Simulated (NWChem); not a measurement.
Species: BCl₃; SMILES ClB(Cl)Cl

```xyz
4

B      0.0000     0.0000     0.0000
Cl     0.8813     1.5144     0.0000
Cl     0.8709    -1.5204     0.0000
Cl    -1.7522     0.0060     0.0000
```
Atoms are numbered in this order, from 1.

Results from NWChem. All runs use the structure optimised with B3LYP/6-31G* (spherical d). GIAO values for the isolated, static molecule; σ is the absolute isotropic shielding, δ = σ(reference) − σ with the isolated reference molecule computed at the same levels (11B: boron trifluoride).

```
level               δ B1 (ppm)  σ Cl2 (ppm)
------------------  ----------  -----------
PBE0/pcSseg-2             43.2        648.9
PBE/pcSseg-1              38.3        612.5
PBE0/pcSseg-1             39.8        650.1
BHandHLYP/pcSseg-1        43.5            ?
```

Problem. Fill in the missing entries.

Solution. 
- BHandHLYP/pcSseg-1, σ Cl2 (ppm): 681.3
